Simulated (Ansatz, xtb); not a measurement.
**Two isomers of C4H4FN**

Structure I is `C/C(F)=C\C#N`, a singlet and structure II is `C/C(F)=C/C#N`, a singlet. Both are isolated molecules in the gas phase, relaxed with B3LYP/def2-SVP.

Energies in hartree; the thermal terms are from B3LYP/def2-SVP harmonic frequencies (ideal gas, rigid rotor, one conformer each, 298.15 K, 1 atm) and include the zero-point energy:

```
                              I           II
E, CCSD(T)/def2-SVP  −308.348890  −308.348724
    E, MP2/def2-SVP  −308.283119  −308.282858
  E, MP2/def2-TZVPP  −308.852837  −308.851404
  zero-point energy     0.071096     0.071215
       H(298 K) − E     0.078193     0.078313
       G(298 K) − E     0.041311     0.041437
```

Correct the CCSD(T) difference for the basis set by the MP2 change, then work out ΔE, ΔE₀, ΔH and ΔG for I → II in kJ/mol (1 Eh = 2625.50 kJ/mol) and the equilibrium ratio [II]/[I].

1. Differences II − I: CCSD(T) +0.000166, MP2 in the small set +0.000261, MP2 in the large set +0.001433 Eh.
2. ΔE = +0.000166 + (+0.001433 − (+0.000261)) = +0.001338 Eh = +3.51 kJ/mol.
3. ΔE₀ = ΔE + ΔZPE = +0.001338 + (+0.000119) Eh = +3.83 kJ/mol.
4. ΔH = ΔE + (+0.000120) Eh = +3.83 kJ/mol.
5. ΔG = ΔE + (+0.000126) Eh = +3.84 kJ/mol, so ΔS = (ΔH − ΔG)/T = −0.1 J/(mol K).
6. kT = 0.9442 mEh, so K = [II]/[I] = exp(−ΔG/kT) = exp(−1.55) ≈ 0.21.

The two are too close for this level to say which is favoured. An error of 4 kJ/mol in ΔG would change K by a factor of 5. Mirror images and further conformers aren't counted.

As drawn, both hold the same kinds of bond in the same numbers.

Other levels gave ΔE = +8.5 (GFN2-xTB); +0.5 (HF/STO-3G, GFN2-xTB geometries); +2.7 (r2SCAN-D4/def2-SVP, GFN2-xTB geometries); +1.9 (B3LYP/def2-SVP); +1.5 (HF/def2-SVP); +0.7 (MP2/def2-SVP); +0.4 (CCSD(T)/def2-SVP) kJ/mol. The correlated steps freeze 6 core orbitals. Programs: Ansatz 0.2.0, xtb 6.7.1.
